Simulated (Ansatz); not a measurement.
Process, species as SMILES: C (CH4) → [CH3] (CH3) + H atom
B3LYP-D3(BJ)/def2-TZVP geometries, fixed; electronic energies without zero-point terms.

Basis-set convergence of the bond dissociation energy at PBE0 with Ansatz (a first-principles code). Cartesian d functions, on some or all atoms, in 6-31+G*; all else is spherical. The program fits the integrals of some runs and decomposes those of others, by size. Open shells are unrestricted. No added dispersion term, no relativity. Functions are those of the species that has most. Reference: the value in aug-pcseg-3, 109.34 kcal/mol. Deviations are taken from unrounded values.

```csv
basis,functions,bond dissociation energy (kcal/mol),minus reference (kcal/mol)
6-31+G*,27,110.07,0.73
6-311+G**,46,109.33,-0.01
def2-SVPD,52,109.56,0.21
aug-cc-pVDZ,59,108.32,-1.02
"6-311++G(2d,2p)",67,109.46,0.12
def2-TZVPD,73,109.18,-0.16
jun-cc-pV(T+d)Z,95,109.36,0.02
def2-TZVPPD,105,109.41,0.06
"6-311++G(3df,3pd)",111,109.30,-0.04
aug-cc-pVTZ,138,109.26,-0.08
def2-QZVPPD,195,109.34,0.00
aug-cc-pVQZ,264,109.34,0.00
```

The smallest set listed that lies within 0.5 kcal/mol of the reference with all its larger relatives (same family, alike in diffuse functions; a set with none counts only in the reference's own line) is 6-311+G** (46 functions, -0.01 kcal/mol off).
